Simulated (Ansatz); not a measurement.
# Si₂N+ (triplet): the correlation ladder, cc-pVTZ

The task here is to estimate one member of a computed series from the others.

Computed with Ansatz 0.2.0, Gaussian basis. Level: cc-pVTZ, core rule «outside noble gas», up to 11 orbitals frozen.

To be run: UHF; CCSD(T) on ROHF; CCSD(T) on UHF; BCCD(T) on ROHF; CCSDT(Q) on ROHF; CCSDT(Q) on UHF; CASSCF and NEVPT2, 12 electrons in 12 orbitals.

3 further runs of the same task are left out: 3 set aside as unsound or not needed.

**The system**

The geometry is a PBE0/def2-TZVP stationary point (not a proven minimum) of the parent state, kept for this charge and spin.

3 atoms, charge 1, spin multiplicity 3.

Atoms are counted from 1 here; the program's logs count them from 0.

Bond lengths: Si1–N2 1.661 Å, N2–Si3 1.597 Å. Angles: Si1–N2–Si3 180.0°.

Geometry (Å):

```xyz
3

Si    0.0000    0.0000    1.6398
N     0.0000    0.0000   -0.0213
Si    0.0000    0.0000   -1.6185
```

Set-up of the first run:

Input file in.yaml:

```yaml
crystal:
  periodic: [false, false, false]
  atoms:
    - {symbol: Si, position_ang: [0.000000, 0.000000, 1.639800]}
    - {symbol: N, position_ang: [0.000000, 0.000000, -0.021300]}
    - {symbol: Si, position_ang: [0.000000, 0.000000, -1.618500]}
basis:
  gaussian: {orbitals: cc-pVTZ}
total_charge: 1
magnetization: {spin_polarized: true, initial_magnetization: 2}
hamiltonian: {xc: hf}
output: {orbitals: {seedname: orbitals}}
```

Launch:

```bash
> ansatz run in.yaml --threads 1 --pin off --events-out ev --progress --plain --max-ram 4096MiB --backend cpu
```

Steps of the session up to this table: UHF; CCSD(T) on ROHF; CCSD(T) on UHF; BCCD(T) on ROHF; CCSDT(Q) on ROHF; CCSDT(Q) on UHF; CASSCF and NEVPT2, 12 electrons in 12 orbitals.

One of the session's tables, all rows but one given; the rest of the session is left out.

```
        method  from RCCSDT(Q) (kcal/mol)
           UHF                    +236.76
          RMP2                     +22.12
          UMP2                     +31.97
         RCCSD                          ?
         UCCSD                     +20.40
      RCCSD(T)                      +2.60
      UCCSD(T)                      +6.02
       BCCD(T)                      +2.85
        RCCSDT                      +2.46
        UCCSDT                      +2.70
     RCCSDT(Q)                          0
     UCCSDT(Q)                      -0.41
CASSCF valence                    +146.65
NEVPT2 valence                     +44.20
```

Q: Estimate the row for RCCSD from the others.

As computed: from RCCSDT(Q) (kcal/mol): +22.26. In the column «from RCCSDT(Q) (kcal/mol)» it lies between RMP2 (+22.12) and UMP2 (+31.97).

Left out of the table: ROHF (another determinant or state than the rows shown).

Caveats from the session: The report flags that the cluster equations may have other roots. The program flags RCCSD(T), BCCD(T), RCCSDT(Q) as in doubt, so the zero of the table is itself unsure. Warnings: coupled cluster took another determinant than the lowest. Restricted and unrestricted rows rest on different reference determinants; where their highest levels disagree by more than a few hundredths of an eV, they describe different states and don't form one ladder.
